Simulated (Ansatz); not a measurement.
Start from `[AlH2][BH]Cl` and change one element to get `F[BH][AlH2]`.

Ansatz, PBE0-D4/def2-TZVP geometries, multiplicity 1. 

```
                                                                                  property  `[AlH2][BH]Cl`
                                                       HOMO energy (B3LYP/def2-TZVPP) / eV           -7.11
ideal-gas entropy at 298 K and 1 bar (rigid rotor, harmonic PBE0-D4/def2-TZVP) / J/(mol·K)             306
                                            size of the dipole moment (PBE/def2-TZVPP) / D            0.47
                                                       HOMO–LUMO gap (PBE/def2-TZVPP) / eV            3.00
                                                        LUMO energy (PBE0/def2-TZVPP) / eV           -2.16
                                                       LUMO energy (B3LYP/def2-TZVPP) / eV           -2.32
```

Give the same properties after the change, and the shifts. (Estimate.)

The calculation gave: 
| property | `F[BH][AlH2]` | shift |
| --- | --- | --- |
| HOMO energy (B3LYP/def2-TZVPP) / eV | -7.14 | -0.03 |
| ideal-gas entropy at 298 K and 1 bar (rigid rotor, harmonic PBE0-D4/def2-TZVP) / J/(mol·K) | 294 | -12 |
| size of the dipole moment (PBE/def2-TZVPP) / D | 0.40 | -0.07 |
| HOMO–LUMO gap (PBE/def2-TZVPP) / eV | 3.44 | 0.44 |
| LUMO energy (PBE0/def2-TZVPP) / eV | -1.86 | 0.30 |
| LUMO energy (B3LYP/def2-TZVPP) / eV | -2.07 | 0.25 |

Dipoles are sizes alone; their direction can turn.

B3LYP here is the variant with VWN-RPA as its local correlation; programs differ in this.
